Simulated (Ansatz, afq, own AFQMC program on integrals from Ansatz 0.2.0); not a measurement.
BeS⁺, doublet: AFQMC among the cluster methods

```xyz
2

S     0.0000    0.0000    0.0000
Be    0.0000    0.0000    1.8425
```

Basis cc-pVDZ. Noble-gas cores (and the filled d shells of Ga–Kr and In–Xe) are frozen. Integrals, coupled cluster, full CI and functionals: Ansatz 0.2.0; the random walks run on the same integrals in our own AFQMC program. ph-AFQMC/CISD is guided by a CISD state made of CCSD amplitudes; releasing the constraint for a short imaginary time cuts its bias at the price of noise, slowly where states lie close. ± is one standard error of the sampling.

Determinant: UHF, the one that the program's search chose, which needn't be the lowest solution. The geometry is a PBE0/def2-TZVP stationary point of this or a neighbouring charge and spin state.

No full CI on the walks' own integrals is used here; CCSDT(Q) serves as the reference and is uncertain by about the last step of the cluster series.

```
T1 diagnostic                               : 0.0215
weight of the determinant in the CISD state : 0.915
⟨S²⟩ of the determinant                     : 0.759
size of the correlated space                : 7 electrons in 26 orbitals
```

| level | correlation energy (eV) |
| --- | --- |
| MP2 | -3.3165 |
| CCSD | -3.8557 |
| CCSD(T) | -3.9822 |

**Question.** Estimate where AFQMC with the constraint released lies against CCSD(T) on the same integrals.

**Answer.** 33.3 ± 12.5 meV below CCSD(T).

Reference: CCSDT(Q), correlation energy -4.015 eV. The released energy is read at 1.62 1/Eh, later times being too noisy (meV from the phaseless value at times in 1/Eh: 7 ± 11 at 0.24, -3 ± 9 at 0.51, -5 ± 11 at 0.99, -12 ± 13 at 1.62, -15 ± 24 at 2.40).

```tsv
level	E − E(reference) (meV)	share of correlation (%)
CCSD(T)	32.7	99.19
CCSDT	10.0	99.75
ph-AFQMC/HF	51.6 ± 41.8	98.72
ph-AFQMC/CISD	10.9 ± 10.7	99.73
released AFQMC	-0.6 ± 12.5	100.02
```

A walk keeps the symmetry of its determinant, which the program's search chose and which needn't be the lowest solution, so a lower state of the same spin and another symmetry isn't excluded. Released energies are given only where the last usable release times agree within the noise; a slower fall can still hide under it.
